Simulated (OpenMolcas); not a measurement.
# HOF (hypofluorous acid) at BP86/ANO-L-VDZ (RICD fitting, fitting threshold 0.001)

What is the vertical electron affinity of HOF (hypofluorous acid) at BP86/ANO-L-VDZ (RICD fitting, fitting threshold 0.001)? 

Program for the calculation: OpenMolcas 26.06.

## (1) The system as given

HOF has 3 atoms, charge 0, and is taken as a singlet. As SMILES, `OF`. Geometry: relaxed at PBE0-D4/def2-TZVP.

Bond lengths: O1–F2 1.406 Å, O1–H3 0.969 Å. Angles: F2–O1–H3 99.1°.

## (2) Energy and gradient at BP86/ANO-L-VDZ (RICD fitting, fitting threshold 0.001)

job.input reads:

```
&GATEWAY
  Coord
  3
  bohr
  O      0.81369717    -0.39748499     0.40880445
  F     -0.41934912     1.91735392    -0.02074919
  H     -0.39436694    -1.51986893    -0.38805526
  Basis=ANO-L-VDZ
  Group=NoSym
  RICD
  aCD
  CDThreshold=0.001

&SEWARD

&SCF
  KSDFT=2
  1.0 GGA_X_B88
  1.0 GGA_C_P86
  PrOrbitals=1 1

&ALASKA
```

Run with:

```sh
$ export MOLCAS_MEM=1860
$ pymolcas job.input > job.log
```

The log of the run:

```text
--- Start Module: gateway ---
[...]
--- Stop Module: gateway /rc=_RC_ALL_IS_WELL_ ---
[...]
      Basis functions           20
[...]
--- Start Module: scf ---
[...]
       Convergence after  12 Iterations
[...]
::    Total KS-DFT energy                            -175.5738128441
[...]
      Total spin, S                                     0.0000000000
[...]
      Total electronic charge=   18.000000
      Total            charge=   -0.000000
[...]
      Dipole Moment (debye):
      Origin of the operator (angstrom)=    0.0684    0.4195    0.0846
                   X= -1.1233E+00               Y= -1.7874E+00               Z= -8.2344E-01           Total=  2.2660E+00
      Quadrupole Moment (debye*angstrom):
[...]
--- Stop Module: scf /rc=_RC_ALL_IS_WELL_ ---
[...]
--- Start Module: alaska ---
[...]
 *              Molecular gradients               *
 **************************************************
  Irreducible representation: a
 ------------------------------------------------------------------------------------------
                              X                       Y                       Z
 ------------------------------------------------------------------------------------------
  O1               -6.16046959905105E-02    3.81559471060600E-02   -3.00559748353710E-02
  F2                3.40451430667077E-02   -7.13250276199844E-02    1.10383095826312E-02
  H3                2.75595529238042E-02    3.31690805139386E-02    1.90176652527385E-02
 ------------------------------------------------------------------------------------------
--- Stop Module: alaska /rc=_RC_ALL_IS_WELL_ ---
[...]
```

Wall time 2.7 s (1 thread of Arm Neoverse V2, shared host); peak memory 0.082 GiB.

## (3) The doublet anion at the same level

job.input reads:

```
* FHO Kohn-Sham DFT

&GATEWAY
  Coord
  3
  bohr
  O      0.81369717    -0.39748499     0.40880445
  F     -0.41934912     1.91735392    -0.02074919
  H     -0.39436694    -1.51986893    -0.38805526
  Basis = ANO-L-VDZ
  Group = NoSym
  RICD
  aCD
  CDThreshold = 0.001

&SEWARD

&SCF
  UHF
  Charge = -1
  Spin = 2
  KSDFT = 2
  1.0 GGA_X_B88
  1.0 GGA_C_P86
  PrOrbitals = 1 1

&ALASKA
```

Run with:

```sh
$ export MOLCAS_MEM=1860
$ pymolcas job.input > job.log
```

The log of the run:

```text
--- Start Module: gateway ---
[...]
--- Stop Module: gateway /rc=_RC_ALL_IS_WELL_ ---
[...]
      Basis functions           20
[...]
--- Start Module: scf ---
[...]
       Convergence after  26 Iterations
[...]
::    Total KS-DFT energy                            -175.5367861985
[...]
      Total spin, S                                     0.5002993084
[...]
      Total electronic charge=   19.000000
      Total            charge=   -1.000000
[...]
      Dipole Moment (debye):
      Origin of the operator (angstrom)=    0.0684    0.4195    0.0846
                   X= -6.6610E-01               Y=  2.9918E+00               Z= -3.8927E-02           Total=  3.0653E+00
      Center of Charge (angstrom)
[...]
--- Stop Module: scf /rc=_RC_ALL_IS_WELL_ ---
[...]
--- Start Module: alaska ---
[...]
 *              Molecular gradients               *
 **************************************************
  Irreducible representation: a
 ------------------------------------------------------------------------------------------
                              X                       Y                       Z
 ------------------------------------------------------------------------------------------
  O1               -1.29726138658635E-01    1.45323486928429E-01   -5.60851787125833E-02
  F2                9.49306647238664E-02   -2.05553390761771E-01    3.00389478013343E-02
  H3                3.47954739347780E-02    6.02299038333445E-02    2.60462309112506E-02
 ------------------------------------------------------------------------------------------
--- Stop Module: alaska /rc=_RC_ALL_IS_WELL_ ---
[...]
```

It took 4.5 s on 1 thread of Arm Neoverse V2, shared host; peak memory 0.083 GiB.

## (4) Results

At BP86/ANO-L-VDZ (RICD fitting, fitting threshold 0.001):

| quantity | value |
| --- | --- |
| singlet HOF: total energy | -175.57381 Eh |
| singlet HOF: dipole moment | 2.27 D |
| singlet HOF: HOMO energy | -7.47 eV |
| singlet HOF: LUMO energy | -3.32 eV |
| singlet HOF: HOMO–LUMO gap | 4.15 eV |
| singlet HOF: largest force on an atom | 4.104 eV/Å |
| doublet anion: total energy | -175.53679 Eh |
| doublet anion: HOMO energy (highest over α and β) | 4.19 eV |
| doublet anion: LUMO energy (lowest over α and β) | 4.89 eV |
| doublet anion: ⟨S²⟩ | 0.751 |
| doublet anion: largest force on an atom | 11.745 eV/Å |
| vertical electron affinity (to the doublet anion) | -1.008 eV |

**Reading.** The anion lies 1.01 eV (97 kJ/mol) above the neutral: the electron isn't bound at this level, and such a value depends on the basis. Without diffuse functions anions come out too high. The largest force (singlet HOF) is 4.10 eV/Å: the shape isn't a stationary point for this species at this level. The HOMO (doublet anion) lies at positive energy, 4.19 eV, as semi-local functionals often give for anions; only total energies tell whether the electron is bound.
